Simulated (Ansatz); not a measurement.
For zinc-blende CuCl, PBE-D4 (PAW; Ansatz, a quantum-chemistry and plane-wave program) gives:

```
Property                  Result
------------------  ------------
lattice constant a       5.340 Å
bulk modulus            57.0 GPa
cohesive energy     3.18 eV/atom
band gap                 0.62 eV
```

Q: What does HSE06-D3(BJ) (Ansatz, PAW) give for the same quantities?

A: 
- lattice constant a: 5.352 Å (goes up by 0.2 %)
- bulk modulus: 54.6 GPa (decreases by 4.2 %)
- cohesive energy: 3.17 eV/atom (is nearly the same)
- band gap: 2.41 eV (rises by 1.79 eV)

For comparison: lattice constant a 5.409 Å (measured, low temperature, extrapolated to low temperature; as tabulated in arXiv:1206.3780); bulk modulus 38.1 GPa (measured, temperature not stated, not corrected to a static lattice; as tabulated in Gopakumar et al. (2017), arXiv:1612.07068); cohesive energy 3.1 ± 0.03 eV/atom (worked out here from tabulated enthalpies at 298 K, copied from a table, unchecked, brought to a static lattice with a Debye model, atoms in their spin–orbit ground levels; inputs from the CRC Handbook); band gap 3.39 eV (measured, 2 K, zero-point motion not removed; as tabulated in arXiv:1206.3780).

Changes are worked out from the printed values.

Unless a cell is named, each level is at its own relaxed cell (PBE-D4 19.03, HSE06-D3(BJ) 19.16 Å³/atom).

Density-functional gaps are differences of (generalised) Kohn–Sham levels.

Ansatz's density-functional and Hartree–Fock values are scalar-relativistic unless marked +SOC, with PAW data made under PBE.
